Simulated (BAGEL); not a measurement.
**HNO2 (nitrous acid): HF/STO-3G (density fitting with qzvpp-jkfit)**

Aim: the vertical ionisation energy of HNO2 (nitrous acid) at HF/STO-3G (density fitting with qzvpp-jkfit), from 2 runs. 

The calculation is run with BAGEL 1.2.2.

### Step 1. The molecule

HNO2: 4 atoms, total charge 0, spin state singlet. As SMILES, `O=NO`. The shape is that of a GFN2-xTB optimisation.

Bond lengths: O1–N2 1.181 Å, N2–O3 1.392 Å, O3–H4 0.968 Å. Angles: O1–N2–O3 113.7°, N2–O3–H4 106.9°.

### Step 2. A single-point energy at HF/STO-3G (density fitting with qzvpp-jkfit)

Input file hf.json:

```json
{ "bagel" : [

{
  "title" : "molecule",
  "basis" : "sto-3g",
  "df_basis" : "qzvpp-jkfit",
  "angstrom" : "true",
  "geometry" : [
    { "atom" : "O", "xyz" : [       0.424700,       0.045690,       1.471310 ] },
    { "atom" : "N", "xyz" : [       0.319310,      -0.411420,       0.387280 ] },
    { "atom" : "O", "xyz" : [      -0.357270,       0.415910,      -0.505360 ] },
    { "atom" : "H", "xyz" : [      -0.386730,      -0.050180,      -1.353230 ] }
  ]
},

{ "title" : "hf" },

{ "title" : "print", "file" : "orbitals.molden", "orbitals" : "true" }

]}
```

Command:

```bash
$ BAGEL_NUM_THREADS=1 BAGEL hf.json > hf.out
```

The program printed:

```text
* using 1 threads per process

  ===============================================================
  ===============================================================

  *** Geometry ***

  { "atom" : "O", "xyz" : [      0.802567,      0.086342,      2.780373 ] },
  { "atom" : "N", "xyz" : [      0.603408,     -0.777471,      0.731853 ] },
  { "atom" : "O", "xyz" : [     -0.675142,      0.785956,     -0.954992 ] },
  { "atom" : "H", "xyz" : [     -0.730814,     -0.094826,     -2.557234 ] },

  Number of auxiliary basis functions:      249

  Since a DF basis is specified, we compute 2- and 3-index integrals:
    o Being stored without compression. Storage requirement is 0.001 GB

  Number of basis functions:       16
  Number of electrons      :       24

    * METHOD: MOLECULE                             0.06

  *** RHF ***

  === Nuclear Repulsion ===
    69.8154170650

      * DIIS with orbital gradients will be used.

  === RHF iteration (sto-3g) ===
      0       -201.81918195          0.03615424           0.00
      1       -201.87687890          0.02316268           0.00
      2       -201.90445134          0.00334525           0.00
      3       -201.90634117          0.00173714           0.00
      4       -201.90703761          0.00052545           0.00
      5       -201.90711155          0.00012495           0.00
      6       -201.90711479          0.00003646           0.00
      7       -201.90711502          0.00001074           0.00
      8       -201.90711503          0.00000497           0.00
      9       -201.90711503          0.00000130           0.00
     10       -201.90711503          0.00000030           0.00
     11       -201.90711503          0.00000008           0.00
     12       -201.90711503          0.00000002           0.00
     13       -201.90711503          0.00000001           0.00
    * SCF iteration converged.

    * Permanent dipole moment:
           (    0.101684,     0.190503,     0.641438) a.u.

    * METHOD: HF                                   0.09

    * METHOD: PRINT                                0.00

  ===============================================================
```

Run time: 0.32 s. Hardware: 1 thread of Arm Neoverse N1, shared host; peak memory 0.082 GiB.

### Step 3. The doublet cation

Input file input.json:

```json
{ "bagel": [

{
  "title": "molecule",
  "basis": "sto-3g",
  "df_basis": "qzvpp-jkfit",
  "angstrom": true,
  "geometry": [
    { "atom": "O", "xyz": [       0.424700,       0.045690,       1.471310 ] },
    { "atom": "N", "xyz": [       0.319310,      -0.411420,       0.387280 ] },
    { "atom": "O", "xyz": [      -0.357270,       0.415910,      -0.505360 ] },
    { "atom": "H", "xyz": [      -0.386730,      -0.050180,      -1.353230 ] }
  ]
},

{
  "title": "uhf",
  "charge": 1,
  "nopen": 1
},

{
  "title": "print",
  "file": "orbitals.molden",
  "orbitals": true
}

]}
```

Command:

```bash
$ BAGEL_NUM_THREADS=1 BAGEL input.json > input.out
```

The program printed:

```text
* using 1 threads per process

  ===============================================================
  ===============================================================

  *** Geometry ***

  { "atom" : "O", "xyz" : [      0.802567,      0.086342,      2.780373 ] },
  { "atom" : "N", "xyz" : [      0.603408,     -0.777471,      0.731853 ] },
  { "atom" : "O", "xyz" : [     -0.675142,      0.785956,     -0.954992 ] },
  { "atom" : "H", "xyz" : [     -0.730814,     -0.094826,     -2.557234 ] },

  Number of auxiliary basis functions:      249

  Since a DF basis is specified, we compute 2- and 3-index integrals:
    o Being stored without compression. Storage requirement is 0.001 GB

  Number of basis functions:       16
  Number of electrons      :       24

    * METHOD: MOLECULE                             0.06

  *** Open-shell HF ***

  === Nuclear Repulsion ===
    69.8154170650

      * DIIS with orbital gradients will be used.

  === UHF iteration (sto-3g) ===
      0       -201.50627879          0.07663054           0.00
      1       -201.56041116          0.06286563           0.01
      2       -201.58056084          0.04751035           0.01
      3       -201.61273126          0.00568108           0.01
      4       -201.61475045          0.00391727           0.00
      5       -201.61718106          0.00280777           0.00
      6       -201.61908593          0.00203398           0.00
      7       -201.62128317          0.00084994           0.00
      8       -201.62175801          0.00041018           0.00
      9       -201.62210792          0.00040112           0.01
     10       -201.62228136          0.00032505           0.01
     11       -201.62239174          0.00018882           0.01
     12       -201.62256783          0.00022808           0.00
     13       -201.62269896          0.00018674           0.01
     14       -201.62288767          0.00014878           0.00
     15       -201.62295417          0.00007051           0.01
     16       -201.62296835          0.00004660           0.01
     17       -201.62297605          0.00005273           0.00
     18       -201.62297220          0.00002575           0.00
     19       -201.62297254          0.00002848           0.00
     20       -201.62297650          0.00001265           0.01
     21       -201.62297691          0.00000596           0.01
     22       -201.62297704          0.00000203           0.01
     23       -201.62297705          0.00000083           0.00
     24       -201.62297705          0.00000034           0.00
     25       -201.62297705          0.00000030           0.01
     26       -201.62297705          0.00000015           0.00
     27       -201.62297705          0.00000011           0.01
     28       -201.62297705          0.00000007           0.01
     29       -201.62297705          0.00000004           0.00
     30       -201.62297705          0.00000004           0.01
     31       -201.62297705          0.00000003           0.01
     32       -201.62297705          0.00000003           0.01
     33       -201.62297705          0.00000003           0.01
     34       -201.62297705          0.00000002           0.01
     35       -201.62297705          0.00000002           0.01
     36       -201.62297705          0.00000001           0.01
    * SCF iteration converged.

    * S^2 (UHF) is 0.9622

    * Permanent dipole moment:
           (    0.027837,     0.295873,     0.568210) a.u.

    * METHOD: UHF                                  0.24

    * METHOD: PRINT                                0.00

  ===============================================================
```

It took 0.46 s on 1 thread of Arm Neoverse N1, shared host; peak memory 0.082 GiB.

### Step 4. Results

At HF/STO-3G (density fitting with qzvpp-jkfit):

```
                                          quantity          value
                        singlet HNO2: total energy  -201.90712 Eh
                       singlet HNO2: dipole moment         1.72 D
                         singlet HNO2: HOMO energy       -8.98 eV
                         singlet HNO2: LUMO energy        6.34 eV
                       singlet HNO2: HOMO–LUMO gap       15.31 eV
                      doublet cation: total energy  -201.62298 Eh
                              doublet cation: ⟨S²⟩          0.962
vertical ionisation energy (to the doublet cation)       7.732 eV
```

**Reading.** Removing an electron at fixed nuclei costs 7.73 eV (746 kJ/mol). −ε(HOMO) before ionisation, 8.98 eV, is 1.24 eV above this ionisation energy. In a minimal basis such a difference can be off by several eV, whatever the method. ⟨S²⟩ (doublet cation) is 0.96 where a pure doublet has 0.75: the reference is spin-contaminated.
